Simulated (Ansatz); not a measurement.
## How far each method lies from full CI for CH₂, singlet

Geometry: MP2(full)/6-31G*, from the G2/97 set.

```yaml
atoms:
  - { symbol: C, position_ang: [0.0000, 0.0000, 0.1002] }
  - { symbol: H, position_ang: [0.0000, 0.8622, -0.5971] }
  - { symbol: H, position_ang: [0.0000, -0.8622, -0.5971] }
```

Basis cc-pVTZ; Ansatz 0.2.0. Only valence electrons are correlated (noble-gas cores frozen), which leaves 6 electrons in 57 orbitals. R marks a restricted (for open shells ROHF) determinant, U an unrestricted one. Active spaces: valence = (6e, 6o) chosen from the atoms' valence shells.

Full CI is exact within this basis and frozen core; it isn't the basis-set limit. The frozen core follows each run's orbitals, which can shift R against U totals by a few meV.

```
UHF ⟨S²⟩                          : 0.719
T1 diagnostic (RCCSD)             : 0.0091
largest doubles amplitude (RCCSD) : 0.124
```

| level | E − E(RHF) (eV) |
| --- | --- |
| RMP2 | -3.7733 |
| RCCSD | -4.4695 |
| RCCSD(T) | -4.6006 |

Question: Estimate how far full CI in cc-pVTZ lies from RCCSD(T). The table doesn't fix it; the size of (T) and the diagnostics are the guide.

Answer: Full CI in cc-pVTZ lies 2.7 kJ/mol below RCCSD(T), which is 22 % of the (T) step (-12.6 kJ/mol). A doubles amplitude is large, RHF is unstable towards spin polarisation, but (T) still catches most of what CCSD lacks.

The other levels:

| level | E − E(full CI) (kJ/mol) | share of correlation (%) | wall time |
| --- | --- | --- | --- |
| CISD | 32.1 | 92.82 | 0.88 s |
| BCCD(T) | 2.7 | 99.39 | 0.52 s |
| RCCSDT | 0.6 | 99.87 | – |
| CISDTQ | 0.7 | 99.84 | 8 s (H100) |
| RCCSDT(Q) | 0.1 | 99.98 | 6 s |
| RCCSDTQ | 0.0 | 100.00 | 8 s (H100) |
| CASSCF (valence space) | 284.6 | 36.28 | – |
| NEVPT2 (valence space) | 66.9 | 85.02 | 0.57 s |
| MRCISD (valence space) | 12.1 | 97.30 | – |
| MRCISD+Q (valence space) | 1.5 | 99.67 | 5.5 s (H100) |

The correlation energy at full CI, counted from RHF, is -4.629 eV. That run took 24 s on 2 threads of AMD EPYC 7R13 with a shared H100 80 GB, shared host over 214,268,028 determinants.

Run but not shown, since their state or frozen core can't be matched to the reference's or they repeat it: UHF, UMP2, UCCSD, UCCSD(T), UCCSDT, UCCSDT(Q).

Times hold each run's SCF and search for its determinant on a shared host, so for small cases they say little of a method's own cost; rows without a card ran on 1 thread of AMD EPYC 7R13.

The full-CI state has the irrep A1 of C2v, in the program's axes.

Natural occupations of full CI about the gap: 1.962 1.952 1.884 0.088 0.029 0.023 0.014 0.009 0.009 0.007; effectively unpaired electrons, Σ n²(2−n)², 0.10.

Atomization energy (electronic, same basis, no zero-point term; atoms at the same level, unrestricted beside the R rows where the molecule is a closed shell, with restricted open-shell steps beyond CCSDT(Q)) at full CI: 739.2 kJ/mol. Errors of other levels:

```csv
level,error (kJ/mol)
RHF,-211.2
RMP2,-22.8
CISD,-24.6
RCCSD,-8.8
RCCSD(T),-1.5
BCCD(T),-1.3
RCCSDT,-0.6
CISDTQ,-0.6
RCCSDT(Q),-0.2
RCCSDTQ,0.0
CASSCF (valence space),-86.5
NEVPT2 (valence space),-26.0
MRCISD (valence space),-6.9
MRCISD+Q (valence space),-3.2
```

This basis is far from its limit, so the value isn't to be set against a measured one. Truncated CI isn't size-consistent, which counts against it in atomization.
